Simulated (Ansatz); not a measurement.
Born–Oppenheimer molecular dynamics of AlClH2 (4 atoms, charge 0, multiplicity 1). It starts at the highest image of a converged band. Of that band: Neighbouring images differ by up to 1.3 eV, so the band resolves the path poorly. A vibrational analysis at the climbing image gives one clearly imaginary mode, 790i cm⁻¹: a first-order saddle point.

The calculation used RKS PBE0/def2-SVP in Ansatz.

- ensemble: NVE (velocity Verlet)
- time step: 0.5 fs
- steps asked: 200
- starting velocities drawn for: 100 K
- seed: 9588

First frame:

```xyz
4
Properties=species:S:1:pos:R:3
Al 0.253 0.000 -0.617
Cl 1.252 0.000 1.745
H 1.766 0.000 0.272
H -1.323 0.000 -0.275
```

(1) How far do the bonds stretch over the last three quarters of this one trajectory? (Pairs bonded in most of those frames.)

Answers

(1) 
| bond | mean (Å) | spread (Å) | shortest | longest |
| --- | --- | --- | --- | --- |
| Al1–H4 | 1.664 | 0.017 | 1.63 | 1.70 |
| Cl2–H3 | 1.300 | 0.028 | 1.26 | 1.36 |

Pairs bonded in part of these frames only: Al1–Cl2 30 %.

Mean temperature of the second half: 823 K. The conserved energy stayed within 0.067 meV per atom of its start (net change 0.0052 meV per atom), so the integration is sound. The kinetic energy rose, since the run started high on the potential surface and went downhill. It ends in pieces (AlH + ClH), so much of that is their flight and rotation, not heat. A run of 0.1 ps of so small a system gives no equilibrium averages. The orbitals stay closed-shell, which can raise the energy where a bond breaks towards radicals; this wasn't checked here.

The run took 2.9 min on 1 thread of Arm Neoverse V1 (shared host), peak memory 0.085 GiB.
